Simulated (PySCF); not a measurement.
Stepwise substitution at one centre (Al F-H). All species are isolated molecules in the gas phase. Strings in code marks are SMILES.

The S1 excitation (TDA) from two functionals at the same geometries (B3LYP-D3(BJ)/def2-TZVP), both in PySCF: PBE-D3(BJ)/def2-TZVP and ωB97X-D3(BJ)/def2-TZVP. Excitations are Tamm–Dancoff values on a coarser integration grid. The basis has no diffuse functions, so Rydberg states are missing or too high.

```json
[
 {"species": "0 of 3 F replaced by H", "ωB97X-D3(BJ)/def2-TZVP (eV)": "8.79"},
 {"species": "1 of 3 F replaced by H (`[F][AlH][F]`)", "ωB97X-D3(BJ)/def2-TZVP (eV)": "8.18"},
 {"species": "2 of 3 F replaced by H (`[F][AlH2]`)", "ωB97X-D3(BJ)/def2-TZVP (eV)": "6.10"}
]
```

Problem. What does PBE-D3(BJ)/def2-TZVP give for each?

Solution. 
- 0 of 3 F replaced by H: 7.28
- 1 of 3 F replaced by H (`[F][AlH][F]`): 7.36
- 2 of 3 F replaced by H (`[F][AlH2]`): 5.45
Over these rows, drawn at random from the members with no instability flagged (it was tested for open shells, ions and some series alone), PBE minus ωB97X-D3(BJ): mean -0.99 eV, from -1.51 eV to -0.65 eV.
